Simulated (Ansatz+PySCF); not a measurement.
Two shapes of singlet COS.

Shape 1:

```xyz
3

O     0.0000    0.0000   -1.6821
C     0.0000    0.0000   -0.5257
S     0.0000    0.0000    1.0382
```

Shape 2:

```xyz
3

O     0.0000    0.0000   -1.8167
C     0.0000    0.0000   -0.5677
S     0.0000    0.0000    1.1212
```

Basis set: def2-SVP (spherical functions). Frozen core: 7 orbitals. Charge 0, multiplicity 1.

Computed with Ansatz (development build ahead of 0.2.0); each method stands on the lowest determinant of its kind that the runs found.

Task: Which shape is lower in energy, and by how much in each method?

Result:

| method | E(2) − E(1) (eV) |
| --- | --- |
| RHF | 1.112 |
| UHF | 1.112 |
| UHF-MP2 | 0.603 |
| RHF-CCSD | 0.713 |
| RHF-CCSD(T) | 0.591 |

Shape 1 is lower.
